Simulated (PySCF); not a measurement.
**disiloxane (Si₂H₆O): a tour of settings**

Aim: see how disiloxane (Si₂H₆O) (`[SiH3]O[SiH3]`) answers to the choice of functional, basis, grid and SCF options, and what happens with inputs that are wrong on purpose.

Programs: PySCF 2.14.0, with density-fitted response routines of our own. Each step states its level of theory. These are calculated values for one molecule in the gas phase, unless marked as measured. Atoms are numbered from 0 throughout.

## Step 1: The molecule as given

9 atoms, charge 0, multiplicity 1; geometry from: GFN2-xTB.

Bonds of the start (Å): Si0–O1 1.62, O1–Si2 1.62, Si0–H3 1.46, Si0–H4 1.46, Si0–H5 1.46, Si2–H6 1.46, Si2–H7 1.46, Si2–H8 1.46.

## Step 2: NMR shieldings: HCTH407/pcSseg-1

Job settings and geometry (Å):

```
{"job": {"kind": "nmr", "xc": "HCTH407", "basis": "pcSseg-1", "pop": false, "grid": 3, "scf": {"aux": "def2-universal-jkfit"}}, "charge": 0, "multiplicity": 1}
Si    -1.592559    -0.217384     0.079980
O      0.020394    -0.105055     0.090803
Si     1.597316     0.209598    -0.077850
H     -2.121871     1.023532    -0.484002
H     -1.924369    -1.373643    -0.750796
H     -1.988900    -0.399895     1.474265
H      2.256533    -1.089486    -0.192186
H      1.759147     1.017997    -1.285234
H      2.007870     0.940329     1.119841
```

Level: GIAO HCTH407/pcSseg-1 NMR shielding, non-relativistic, gas phase.

The run is started by

```sh
$ OMP_NUM_THREADS=1 python probes_run.py task.json out
```

This one command runs all jobs of the session in turn.

Standard output:

```text
final grid: 111296 points
cycle   1  E = -657.7487352727  dE =  1.565e-01  |g| = 9.024e-01  |ddm| = 2.703e+00
cycle   2  E = -656.9715674636  dE =  7.772e-01  |g| = 2.098e+00  |ddm| = 3.338e+00
cycle   3  E = -657.8890942859  dE = -9.175e-01  |g| = 1.185e-01  |ddm| = 2.986e+00
cycle   4  E = -657.8928605700  dE = -3.766e-03  |g| = 3.649e-02  |ddm| = 2.103e-01
cycle   5  E = -657.8932304534  dE = -3.699e-04  |g| = 6.910e-03  |ddm| = 5.504e-02
cycle   6  E = -657.8932396972  dE = -9.244e-06  |g| = 9.251e-04  |ddm| = 8.408e-03
cycle   7  E = -657.8932399310  dE = -2.338e-07  |g| = 9.534e-05  |ddm| = 1.248e-03
cycle   8  E = -657.8932399342  dE = -3.274e-09  |g| = 1.162e-05  |ddm| = 1.496e-04
cycle   9  E = -657.8932399343  dE = -4.286e-11  |g| = 4.536e-06  |ddm| = 3.053e-05
converged SCF energy = -657.8932399343

GIAO shielding tensors (ppm)
atom      isotropic    diamagn.    paramagn.     s11        s22        s33       span
  0 Si     397.987     880.664    -482.678    360.925    362.927    470.108    109.184
  1 O      342.112     396.599     -54.487    235.088    393.508    397.739    162.652
  2 Si     397.991     880.667    -482.675    360.767    363.115    470.092    109.325
  3 H       26.493      29.542      -3.050     23.307     25.012     31.159      7.852
  4 H       26.498      29.402      -2.904     23.222     24.999     31.274      8.053
  5 H       26.501      29.357      -2.855     23.215     25.002     31.286      8.071
  6 H       26.499      29.348      -2.849     23.219     24.999     31.278      8.060
  7 H       26.494      29.549      -3.055     23.299     25.014     31.168      7.869
  8 H       26.500      29.403      -2.903     23.226     25.001     31.274      8.048
```

It took 9.4 s on 1 thread of Intel Xeon Platinum 8488C, shared host; peak memory 0.43 GiB.

Shifts follow as δ = σ(reference) − σ, with reference shieldings (ppm) from runs at the same level and on the same kind of geometry: 1H TMS 31.67, 29Si TMS 343.4, 17O H2O 334.2. The references are single molecules in the gas phase, so shifts against H2O, NH3, PH3, H3PO4 or CFCl3 are not on the usual liquid scales and can be off by tens of ppm. Atoms listed in one row are averaged.

```tsv
atoms	environment	σ (ppm)	δ (ppm)
H3, H4, H5, H6, H7, H8	hydrogen on a silicon bonded to O	26.50	5.17
Si0, Si2	silicon bonded to O, 3 H	398.0	-54.6
O1	oxygen bonded to 2 Si	342.1	-8.0
```

Orbitals, density, ELF and potential are computed afterwards from the orbital file.

Frontier orbitals at HCTH407/pcSseg-1, with the share of their density that lies nearest to each atom:

```tsv
orbital	energy (eV)	lies on
HOMO	-7.26	O1 45 %; H4, H8 about 15 % each; H5, H6 about 8 % each
LUMO	-0.88	O1 16 %; Si0, Si2 about 11 % each; 6 H atoms about 10 % each
```

ELF in a plane through or near 5 of the atoms.

Ten even steps from '0' (0.00) to '9' (1.00):
```
0000000000000000000000000000
0000000000000000000000000000
0000000000000000000000000000
0000025776200000000000000000
0000179999610000000000000000
0001599999710000001121000000
0001699999710110014553200000
0000499999522563225775300000
0000157632137887301145300000
0000012178338428327602100000
0000012177338428327601100000
0000147521047887311267510000
0000168997223662259999940000
0000168998200210179999971000
0000046775100000189999961000
0000001221000000179999820000
0000000000000000048887400000
0000000000000000000110000000
0000000000000000000000000000
0000000000000000000000000000
```
The map spans 9.4 Å across and 8.0 Å up, centred on the molecule. Atoms in the plane (x, y in Å): Si0 (1.6, 0.0), O1 (0.0, 0.0), Si2 (-1.6, 0.0), H4 (2.1, -1.4), H8 (-2.1, 1.3).

log10 of the density (e/Å³) in the same plane.

Values, 10 rows by 14 columns:
```
-4.0 -4.0 -4.0 -4.0 -4.0 -4.0 -4.0 -4.0 -4.0 -4.0 -4.0 -4.0 -4.0 -4.0
-4.0 -3.9 -3.3 -2.8 -2.6 -2.9 -3.3 -3.9 -3.7 -3.4 -3.4 -3.6 -4.0 -4.0
-4.0 -3.2 -2.5 -1.7 -1.4 -1.9 -2.5 -3.0 -2.7 -2.4 -2.4 -2.7 -3.3 -4.0
-3.8 -2.7 -1.9 -0.7 -0.1 -0.9 -1.4 -1.4 -1.4 -1.1 -1.1 -1.7 -2.6 -3.6
-3.8 -2.7 -1.8 -0.6  0.0 -0.3 -0.1  0.3 -0.4  0.0 -0.4 -1.1 -2.3 -3.4
-3.8 -2.7 -1.8 -0.8  1.1  0.6  0.3  1.2  0.0  1.7 -0.1 -1.1 -2.2 -3.4
-3.8 -2.7 -1.9 -0.8 -0.4 -0.7 -0.8 -0.6 -0.7 -0.1  0.0 -1.0 -2.2 -3.3
-4.0 -3.1 -2.4 -1.7 -1.4 -1.8 -2.2 -2.2 -1.6 -0.7 -0.6 -1.3 -2.5 -3.5
-4.0 -3.8 -3.1 -2.7 -2.5 -2.8 -3.1 -3.2 -2.5 -1.9 -1.8 -2.3 -3.0 -4.0
-4.0 -4.0 -4.0 -3.9 -3.8 -4.0 -4.0 -4.0 -3.6 -3.2 -3.2 -3.4 -4.0 -4.0
```
The map spans 9.4 Å across and 8.0 Å up, centred on the molecule. Atoms in the plane (x, y in Å): Si0 (1.6, 0.0), O1 (0.0, 0.0), Si2 (-1.6, 0.0), H4 (2.1, -1.4), H8 (-2.1, 1.3).

On the surface of density 0.002 e/bohr³ the electrostatic potential runs, from the 1st to the 99th percentile, from -0.25 V near O1 to 1.51 V near Si2.

## Step 3: J couplings: B97-D/def2-TZVPP

Settings changed since step 2:

```diff
@@ -1,2 +1,2 @@
-{"job": {"kind": "nmr", "xc": "HCTH407", "basis": "pcSseg-1", "pop": false, "grid": 3, "scf": {"aux": "def2-universal-jkfit"}}, "charge": 0, "multiplicity": 1}
+{"job": {"kind": "j", "xc": "B97-D", "basis": "def2-TZVPP", "scf": {"level_shift": 0.3, "aux": "def2-qzvpp-jkfit"}}, "charge": 0, "multiplicity": 1}
 Si    -1.592559    -0.217384     0.079980
```

Method: B97-D/def2-TZVPP indirect spin-spin coupling, non-relativistic, gas phase.

Standard output:

```text
final grid: 67296 points
cycle   1  E = -657.7405495543  dE =  1.244e-01  |g| = 8.672e-01  |ddm| = 2.133e+00
cycle   2  E = -657.6819333211  dE =  5.862e-02  |g| = 1.097e+00  |ddm| = 8.530e-01
cycle   3  E = -657.8602499214  dE = -1.783e-01  |g| = 2.874e-01  |ddm| = 3.107e-01
cycle   4  E = -657.8758953982  dE = -1.565e-02  |g| = 4.678e-02  |ddm| = 1.295e-01
cycle   5  E = -657.8764659104  dE = -5.705e-04  |g| = 7.925e-03  |ddm| = 3.675e-02
cycle   6  E = -657.8764989450  dE = -3.303e-05  |g| = 2.662e-03  |ddm| = 1.462e-02
cycle   7  E = -657.8765034081  dE = -4.463e-06  |g| = 1.175e-03  |ddm| = 6.187e-03
cycle   8  E = -657.8765042117  dE = -8.036e-07  |g| = 6.130e-04  |ddm| = 2.669e-03
cycle   9  E = -657.8765043947  dE = -1.830e-07  |g| = 2.837e-04  |ddm| = 1.189e-03
cycle  10  E = -657.8765044337  dE = -3.900e-08  |g| = 1.322e-04  |ddm| = 5.401e-04
cycle  11  E = -657.8765044421  dE = -8.373e-09  |g| = 6.051e-05  |ddm| = 2.485e-04
cycle  12  E = -657.8765044439  dE = -1.795e-09  |g| = 2.849e-05  |ddm| = 1.158e-04
cycle  13  E = -657.8765044443  dE = -4.017e-10  |g| = 1.437e-05  |ddm| = 5.493e-05
level shift removed, Fock matrix diagonalised once more
converged SCF energy = -657.8765044443

Indirect spin-spin couplings (Hz)
  i      j    bonds     total        FC       PSO       DSO        SD
  0 Si   1 O    1     -4.417     0.484    -5.297     0.055     0.340
  0 Si   2 Si   2      2.594     2.361    -0.144    -0.075     0.452
  0 Si   3 H    1   -161.642  -162.024     1.046    -0.234    -0.431
  0 Si   4 H    1   -164.271  -164.648     1.044    -0.233    -0.435
  0 Si   5 H    1   -165.768  -166.143     1.044    -0.233    -0.437
  0 Si   6 H    3     -1.531    -1.506    -0.231     0.263    -0.056
  0 Si   7 H    3     -0.142    -0.143    -0.171     0.208    -0.036
  0 Si   8 H    3     -0.926    -0.912    -0.212     0.247    -0.049
  1 O    2 Si   1     -4.431     0.470    -5.298     0.055     0.341
  1 O    3 H    2     -4.185    -4.232    -0.116     0.132     0.031
  1 O    4 H    2     -5.864    -5.898    -0.111     0.118     0.027
  1 O    5 H    2     -6.688    -6.719    -0.105     0.109     0.027
  1 O    6 H    2     -6.652    -6.683    -0.107     0.111     0.027
  1 O    7 H    2     -4.207    -4.256    -0.112     0.131     0.030
  1 O    8 H    2     -5.884    -5.917    -0.112     0.118     0.027
  2 Si   3 H    3     -0.144    -0.146    -0.171     0.208    -0.035
  2 Si   4 H    3     -0.901    -0.887    -0.211     0.246    -0.049
  2 Si   5 H    3     -1.548    -1.523    -0.232     0.263    -0.056
  2 Si   6 H    1   -165.959  -166.336     1.044    -0.232    -0.436
  2 Si   7 H    1   -161.523  -161.906     1.045    -0.234    -0.428
  2 Si   8 H    1   -164.244  -164.619     1.045    -0.233    -0.437
  3 H    4 H    2      7.470     7.975     1.731    -2.311     0.074
  3 H    5 H    2      7.275     7.789     1.757    -2.345     0.074
  3 H    7 H    4      0.209     0.215     0.051    -0.060     0.002
  3 H    8 H    4     -0.305    -0.144     0.622    -0.779    -0.005
  4 H    5 H    2      7.221     7.745     1.784    -2.380     0.073
  4 H    7 H    4     -0.304    -0.144     0.619    -0.775    -0.005
  5 H    6 H    4     -0.321    -0.125     0.779    -0.972    -0.003
  6 H    7 H    2      7.290     7.806     1.761    -2.350     0.073
  6 H    8 H    2      7.290     7.813     1.783    -2.379     0.073
  7 H    8 H    2      7.403     7.908     1.729    -2.308     0.075
```

It took 24 s on 1 thread of Intel Xeon Platinum 8488C, shared host; peak memory 0.49 GiB.

This basis has no tight s functions, so the Fermi-contact terms are rough.

A choice of the couplings up to four bonds, sorted by the number of bonds, with means over like pairs; isotopes 1H, 17O, 29Si:

```tsv
pair	bonds	J (Hz)	Fermi contact (Hz)
Si0–H3	1	-163.9	-164.3
Si0–O1	1	-4.4	0.5
H3–H4	2	7.3	7.8
O1–H3	2	-5.6	-5.6
Si0–Si2	2	2.6	2.4
```

Quadrupole couplings from the field gradients of the same density:

```tsv
atom	isotope	eQq/h (MHz)	η
O1	17O	-6.062	0.02
```

Shifts (HCTH407/pcSseg-1, unscaled) and these couplings together give the proton spectrum at 300 MHz below.

1H NMR δ 5.17 (s, 6H).

## Step 4: NMR shieldings: B3LYP/ANO-RCC-VDZP

Settings changed since step 3:

```diff
@@ -1,2 +1,2 @@
-{"job": {"kind": "j", "xc": "B97-D", "basis": "def2-TZVPP", "scf": {"level_shift": 0.3, "aux": "def2-qzvpp-jkfit"}}, "charge": 0, "multiplicity": 1}
+{"job": {"kind": "nmr", "xc": "B3LYP", "basis": "ANO-RCC-VDZP", "pop": true}, "charge": 0, "multiplicity": 1}
 Si    -1.592559    -0.217384     0.079980
```

Method: GIAO B3LYP/ANO-RCC-VDZP NMR shielding, non-relativistic, gas phase.

Standard output:

```text
coarse grid: 8056 points
cycle   1  E = -657.5776309825  dE =  1.501e-01  |g| = 8.108e-01  |ddm| = 3.570e+00
cycle   2  E = -657.2214250202  dE =  3.562e-01  |g| = 1.566e+00  |ddm| = 1.772e+00
cycle   3  E = -657.7001650401  dE = -4.787e-01  |g| = 4.816e-02  |ddm| = 1.393e+00
cycle   4  E = -657.7007968679  dE = -6.318e-04  |g| = 1.383e-02  |ddm| = 1.063e-01
cycle   5  E = -657.7008621369  dE = -6.527e-05  |g| = 1.073e-03  |ddm| = 2.274e-02
cycle   6  E = -657.7008625389  dE = -4.020e-07  |g| = 1.693e-04  |ddm| = 1.736e-03
final grid: 67296 points
cycle   7  E = -657.7007331647  dE = -1.359e-06  |g| = 1.674e-03  |ddm| = 8.755e-03
cycle   8  E = -657.7007322776  dE =  8.871e-07  |g| = 2.804e-03  |ddm| = 2.796e-03
cycle   9  E = -657.7007337140  dE = -1.436e-06  |g| = 1.862e-04  |ddm| = 1.837e-03
cycle  10  E = -657.7007337247  dE = -1.070e-08  |g| = 6.166e-06  |ddm| = 2.710e-04
cycle  11  E = -657.7007337247  dE = -1.137e-11  |g| = 1.452e-06  |ddm| = 1.314e-05
converged SCF energy = -657.7007337247

GIAO shielding tensors (ppm)
atom      isotropic    diamagn.    paramagn.     s11        s22        s33       span
  0 Si     461.834     888.337    -426.503    426.203    427.938    531.361    105.158
  1 O      324.122     371.504     -47.382    271.573    349.714    351.079     79.506
  2 Si     461.840     888.339    -426.499    426.073    428.090    531.357    105.284
  3 H       26.689      30.563      -3.875     23.515     25.353     31.199      7.684
  4 H       26.704      30.445      -3.740     23.466     25.345     31.303      7.837
  5 H       26.716      30.415      -3.700     23.462     25.362     31.323      7.861
  6 H       26.712      30.404      -3.692     23.465     25.357     31.314      7.849
  7 H       26.691      30.570      -3.879     23.508     25.356     31.209      7.701
  8 H       26.706      30.447      -3.741     23.470     25.346     31.302      7.832
```

It took 9 s on 1 thread of Intel Xeon Platinum 8488C, shared host; peak memory 0.45 GiB.

This run: δ Si0 -74.5, O1 7.0, H3 5.18 ppm (means over like atoms).

## Step 5: Shielding tensors: OPBE/MINI

Settings changed since step 4:

```diff
@@ -1,2 +1,2 @@
-{"job": {"kind": "nmr", "xc": "B3LYP", "basis": "ANO-RCC-VDZP", "pop": true}, "charge": 0, "multiplicity": 1}
+{"job": {"kind": "nmr", "xc": "OPBE", "basis": "MINI", "pop": true, "scf": {"damp": 0.3}}, "charge": 0, "multiplicity": 1}
 Si    -1.592559    -0.217384     0.079980
```

With the program's defaults for keys left out, this is: GIAO OPBE/MINI NMR shielding, non-relativistic, gas phase.

Standard output:

```text
damping 0.30 in the first 6 cycles
final grid: 67296 points
cycle   1  E = -653.7204193049  dE =  7.702e-02  |g| = 6.360e-01  |ddm| = 4.029e+00
cycle   2  E = -653.7244344697  dE = -4.015e-03  |g| = 7.568e-01  |ddm| = 2.530e+00
cycle   3  E = -653.7561708484  dE = -3.174e-02  |g| = 5.728e-01  |ddm| = 2.469e+00
cycle   4  E = -653.7272478051  dE =  2.892e-02  |g| = 7.483e-01  |ddm| = 2.470e+00
cycle   5  E = -653.7577726710  dE = -3.052e-02  |g| = 5.696e-01  |ddm| = 2.462e+00
cycle   6  E = -652.9748948630  dE =  7.829e-01  |g| = 1.911e+00  |ddm| = 4.293e+00
cycle   7  E = -652.8597939541  dE =  1.151e-01  |g| = 1.313e+00  |ddm| = 6.197e+00
cycle   8  E = -653.7595589925  dE = -8.998e-01  |g| = 6.428e-01  |ddm| = 4.679e+00
cycle   9  E = -653.8780885749  dE = -1.185e-01  |g| = 1.154e-01  |ddm| = 1.035e+00
cycle  10  E = -653.8820477265  dE = -3.959e-03  |g| = 2.472e-02  |ddm| = 1.656e-01
cycle  11  E = -653.8822528460  dE = -2.051e-04  |g| = 5.430e-04  |ddm| = 5.104e-02
cycle  12  E = -653.8822529656  dE = -1.195e-07  |g| = 1.354e-04  |ddm| = 1.727e-03
cycle  13  E = -653.8822529750  dE = -9.387e-09  |g| = 4.232e-05  |ddm| = 4.157e-04
cycle  14  E = -653.8822529756  dE = -5.696e-10  |g| = 7.626e-07  |ddm| = 7.764e-05
converged SCF energy = -653.8822529756

GIAO shielding tensors (ppm)
atom      isotropic    diamagn.    paramagn.     s11        s22        s33       span
  0 Si     664.502     874.593    -210.091    604.258    606.583    782.665    178.407
  1 O      575.155     386.255     188.900     87.501    814.411    823.553    736.052
  2 Si     664.498     874.596    -210.098    604.261    606.556    782.676    178.415
  3 H       27.281      28.967      -1.686     22.727     25.274     33.842     11.115
  4 H       27.187      29.007      -1.821     22.563     25.195     33.802     11.238
  5 H       27.147      29.036      -1.889     22.505     25.175     33.761     11.256
  6 H       27.143      29.030      -1.887     22.508     25.167     33.753     11.244
  7 H       27.288      28.974      -1.686     22.723     25.288     33.853     11.130
  8 H       27.185      29.009      -1.824     22.564     25.190     33.799     11.235
```

Wall time 2.7 s (1 thread of Intel Xeon Platinum 8488C, shared host); peak memory 0.45 GiB.

This run: δ Si0 -60.4, O1 -210.7, H3 3.44 ppm (means over like atoms).

## Step 6: Shielding tensors: PBE0/pcseg-1

Settings changed since step 5:

```diff
@@ -1,2 +1,2 @@
-{"job": {"kind": "nmr", "xc": "OPBE", "basis": "MINI", "pop": true, "scf": {"damp": 0.3}}, "charge": 0, "multiplicity": 1}
+{"job": {"kind": "nmr", "xc": "PBE0", "basis": "pcseg-1", "pop": true, "scf": {"max_cycle": 1}}, "charge": 0, "multiplicity": 1}
 Si    -1.592559    -0.217384     0.079980
```

Level: GIAO PBE0/pcseg-1 NMR shielding, non-relativistic, gas phase.

Standard output:

```text
final grid: 67296 points
cycle   1  E = -657.4062406376  dE =  9.237e-02  |g| = 6.700e-01  |ddm| = 2.911e+00
SCF not converged, last energy = -657.4062406376
```

Wall time 0.71 s (1 thread of Intel Xeon Platinum 8488C, shared host); peak memory 0.45 GiB.

Diagnosis: The cap of 1 cycle ended the SCF at a gradient of 6.7e-01. The remedy is to raise the cap. Numbers printed on the way are no properties of the molecule.

## Step 7: Comparing the runs: NMR shifts

Shifts (ppm), means over like atoms, with basis size and wall time:

```tsv
run	H3	Si0	O1	functions	time
HCTH407/pcSseg-1	5.17	-54.6	-8.0	95	9.4 s
B3LYP/ANO-RCC-VDZP	5.18	-74.5	7.0	80	9 s
OPBE/MINI	3.44	-60.4	-210.7	29	2.7 s
```

## Step 8: Results

```
                                                                   quantity                                            value
  1H shifts against TMS (HCTH407/pcSseg-1, means over atoms taken as alike)                                         5.17 ppm
29Si shifts against TMS (HCTH407/pcSseg-1, means over atoms taken as alike)                                        -54.6 ppm
                                  17O shifts against H2O (HCTH407/pcSseg-1)                                         -8.0 ppm
                                      surface potential, 1st and 99th percentile                               -0.25 V and 1.51 V
                           largest coupling of the table (B97-D/def2-TZVPP)                       1J(Si,H) Si0–H3, -163.9 Hz
                                                   range of the shift of O1                                -210.7 to 7.0 ppm
                                              property runs in this session  5, of which 1 failed and 1 gave unsound results
```

**Reading.** Single values in the summary come from the first run of each kind that ended normally (HCTH407/pcSseg-1; B97-D/def2-TZVPP), which need not be the best level. At HCTH407/pcSseg-1: The widest tensor belongs to O1: span 163 ppm, with a paramagnetic part of -54 ppm. By nearest atom (HCTH407/pcSseg-1), the HOMO sits on O1 45 %; H4, H8 about 15 % each and the LUMO on O1 16 %; Si0, Si2 about 11 % each. In the run at B97-D/def2-TZVPP, the largest coupling of the table is Si0–H3 (mean over like pairs), -163.9 Hz, of which the Fermi-contact term gives -164.3 Hz. Across the 3 runs the shift of O1 moves most, between -210.7 (OPBE/MINI) and 7.0 ppm (B3LYP/ANO-RCC-VDZP). A minimal basis is unusable for shieldings, so that end is no result. Couplings from bases without tight functions are rough.
